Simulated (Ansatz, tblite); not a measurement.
Cost and result up the ladder for P5⁺ (the lowest singlet isomer of a short search) (5 atoms). Charge 1, multiplicity 1. Geometry: B3LYP-D4/def2-SVP.

```xyz
5

P    -0.3980    1.3163   -0.2893
P     1.0434   -0.3183   -1.1788
P     1.2691    0.2191    0.9594
P    -1.0700   -0.8776   -0.8147
P    -0.8444   -0.3395    1.3234
```

Ansatz on 4 threads of Arm Neoverse V2 on a shared host; xTB runs through tblite on one thread. Times are rough, summed over both states, and most runs start from the orbitals of an earlier one. CCSD(T)/def2-TZVPP serves as the yardstick here, not as an exact answer. The other state is a triplet at its own geometry, which has other bonds, so the gap mixes isomer and spin.

The xTB rows come from tblite. Correlated methods freeze 25 core orbitals. The structure comes from a short search, and lower isomers may exist.

Run but left out: HF/STO-3G (triplet: ⟨S²⟩ 2.37, where a pure state has 2.00).

Correlated methods converge slowly with the basis.

xTB has no spin-polarisation term.

```tsv
level	functions	triplet − singlet (eV)	difference from CCSD(T)/def2-TZVPP (eV)
GFN2-xTB	45	1.44	-0.15
PBE-D4/def2-TZVP	185	1.48	-0.11
CCSD(T)/def2-TZVPP	210	1.58	0.00
GFN1-xTB	45	1.61	0.03
MP2/def2-TZVP	185	1.82	0.23
PBE0-D4/def2-TZVP	185	1.49	-0.09
PBE-QIDH/def2-TZVP	185	1.61	0.02
r2SCAN-D4/def2-TZVP	185	1.42	-0.17
LDA (SPW92)/def2-TZVP (with forces)	185	1.64	0.06
```

Task: Estimate how long each takes.

Result: GFN2-xTB 0.009 s; GFN1-xTB 0.01 s; LDA (SPW92)/def2-TZVP (with forces) 2.2 s; PBE-D4/def2-TZVP 3.8 s; MP2/def2-TZVP 4.9 s; PBE0-D4/def2-TZVP 6.7 s; r2SCAN-D4/def2-TZVP 10 s; PBE-QIDH/def2-TZVP 12 s; CCSD(T)/def2-TZVPP 70 s. On shared hardware such times vary by a factor of up to 3.
